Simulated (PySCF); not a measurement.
LiP⁺: from constants to spectrum

UHF-CCSD(T) constants of LiP⁺, ⁴Σ⁻ (quartet), unpaired electrons σ ↑, π ↑↑ (Li def2-TZVP, P def2-TZVP; no relativity (PySCF 2.14); masses 7.0160 and 30.9738 u):

* ωe: 241.0 cm⁻¹
* ωexe: 6.05 cm⁻¹
* Be: 0.41296 cm⁻¹
* αe: 0.0117 cm⁻¹
* De to Li⁺ + P: 0.337 eV

(1) What force constant and bond length do these constants imply?

(2) Estimate the centrifugal constant D from the Kratzer relation and find the Dunham coefficient a1.

Correlated steps freeze 5 core orbitals. The bond is weak. Basis-set superposition, not corrected here, can be much of De in a small basis, most of all at correlated wavefunction levels. For an ion De counts to the pair picked by the measured ionisation energies or electron affinities, which need not be the lowest pair at this level. The state is the lowest determinant that a PBE0 search found; another state may lie lower at other levels.

Answers

(1) Reduced mass μred = 5.7203 u; k = 5.8918×10⁻⁷·μred·ωe² (u, cm⁻¹, mdyn/Å) = 0.196 mdyn/Å; Re = √(16.8576/(μred·Be)) (u, cm⁻¹, Å) = 2.671 Å.

(2) D = 4Be³/ωe² = 4.85e-06 cm⁻¹; a1 = −1 − αeωe/(6Be²) = -3.76.
